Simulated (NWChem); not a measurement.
NO anion, triplet

Program: NWChem. Spin-unrestricted. Sets without diffuse functions describe the anion's extra electron poorly. No stability test was run on the SCF state. The highest occupied level is positive in some or all of these runs, so the extra electron may be held by the finite basis. B3LYP is NWChem's, with the RPA form of VWN correlation. Each level has its own optimisation; frequencies are unscaled.

```tsv
level	basis functions	r N–O (Å)	highest harmonic frequency (cm⁻¹)	zero-point energy (kcal/mol)
B3LYP/STO-3G	10	1.328	1553	2.2
B3LYP/def2-SVP	28	1.265	1514	2.2
B3LYP/def2-SVPD	43	1.272	1447	2.1
B3LYP/def2-TZVP	62	1.267	1436	2.1
B3LYP/def2-TZVPD	77	1.269	1411	2.0
B3LYP/def2-TZVPP	62	1.267	1436	2.1
```
